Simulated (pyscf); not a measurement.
## Four-centre exchange: `[CH3][GaH2]` + `[H][H]` -> `[CH3][GaH2]` + `[H][H]`

Gas phase, singlet surface, charge 0. Bonds broken: Ga2–H6, H8–H9. Bonds formed: Ga2–H8, H6–H9. PySCF, gas phase, ωB97X-D3(BJ)/def2-SVP geometries.

Transition state (Å):

```xyz
9

C     -1.5358    -0.9914     0.0103
Ga    -0.0661     0.2554    -0.3208
H     -1.2785    -1.9998    -0.3478
H     -2.4462    -0.6600    -0.5109
H     -1.7561    -1.0558     1.0867
H     -0.7091     1.8963    -0.2958
H      1.4236     0.3972     0.0777
H     -0.1472     0.7802    -2.0014
H     -0.5051     1.5583    -1.3179
```

One imaginary mode, 1481i cm⁻¹; descent along it reached the two sides named.

```
bond    change  reactant side (Å)  saddle  product side
------  ------  -----------------  ------  ------------
Ga2–H6  breaks              1.573   1.763         2.419
H8–H9   breaks              0.764   1.096           2.7
Ga2–H8   forms              2.417   1.763         1.573
H6–H9    forms                2.7   1.096         0.764
```

Electronic energies relative to the separated reactants (eV):

| level | barrier | reaction energy | reverse barrier |
|---|---|---|---|
| ωB97X-D3(BJ)/def2-TZVP | 1.14 | 0.00 | 1.14 |
| PBE/def2-TZVP | 0.87 | 0.00 | 0.87 |
| r²SCAN/def2-TZVP | 0.89 | 0.00 | 0.89 |
| B3LYP-D3(BJ)/def2-TZVP | 1.10 | 0.00 | 1.10 |
| PBE0-D3(BJ)/def2-TZVP | 0.94 | 0.00 | 0.94 |
| M06-2X/def2-TZVP | 1.17 | 0.00 | 1.17 |
| ωB97M-D3(BJ)/def2-TZVP | 1.14 | 0.00 | 1.14 |
| HF/def2-TZVP | 1.73 | 0.00 | 1.73 |

With ωB97M-D3(BJ)/def2-TZVP energies and thermal terms (ideal gas, 1 atm, RRHO with modes under 100 cm⁻¹ raised to 100, one conformer, R ln 2 for chiral ones without a mode under 150 cm⁻¹), in eV:

| T (K) | ΔH‡ | ΔG‡ | ΔH | ΔG |
|---|---|---|---|---|
| 298 | 1.19 | 1.57 | 0.00 | 0.00 |
| 600 | 1.14 | 1.98 | 0.00 | 0.00 |
| 900 | 1.13 | 2.40 | 0.00 | 0.00 |
| 1200 | 1.13 | 2.83 | 0.00 | 0.00 |

At the saddle there is also a short Ga–H contact that neither side keeps. This is the saddle that the search found; another between the same sides may lie lower. Elements up to Kr have no core potential and no relativistic terms here.
